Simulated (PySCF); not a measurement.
# How well do the runs reproduce experiment for methylamine?

**The experiment to reproduce.**

NIST CCCBDB Release 22 (SRD 101), experimental dipoles lists, for the gas: dipole moment (microwave Stark effect) 1.31 D.

The results are set against them at the end.

Compound: methylamine, CH₅N.
Atom-mapped SMILES: `[CH3:1][NH2:2]` (hydrogens: H3, H4, H5 on C1; H6, H7 on N2)

Cartesian coordinates in Å at the PBE0-D3(BJ)/def2-SVP level; atoms count from 1:
```xyz
7
CH5N angstrom
C     -0.5850    0.0215   -0.0198
N      0.8221    0.0960    0.3062
H     -1.1280   -0.5025    0.7832
H     -0.8428   -0.4876   -0.9731
H     -1.0098    1.0370   -0.0701
H      1.2294   -0.8358    0.3431
H      1.3302    0.5969   -0.4195
```

Runs made with PySCF (gas phase, on this PBE0-D3(BJ)/def2-SVP geometry; no spin–orbit coupling):

```json
{"level": "PBE0-D3(BJ)/def2-SVP, grid level 1", "job": "geometry optimisation from a GFN2-xTB start shaken at random", "basis functions": "53", "wall time": "2.0 s"}
```

Hardware: Intel Xeon Platinum 8488C, one thread, shared host.

**Comparison with experiment**

**Dipole moment.** Measured: 1.31 D (NIST CCCBDB Release 22 (SRD 101), experimental dipoles).

```tsv
level	computed (D)	computed − measured (D)	% (from the printed values)
PBE0-D3(BJ)/def2-SVP	1.34	+0.03	+2
```

The computed dipoles belong to one fixed geometry; measured ones are averaged over vibrations unless marked μe. Magnitudes are compared, not signs.

No measured geometry was used, and the causes of the misses weren't examined.
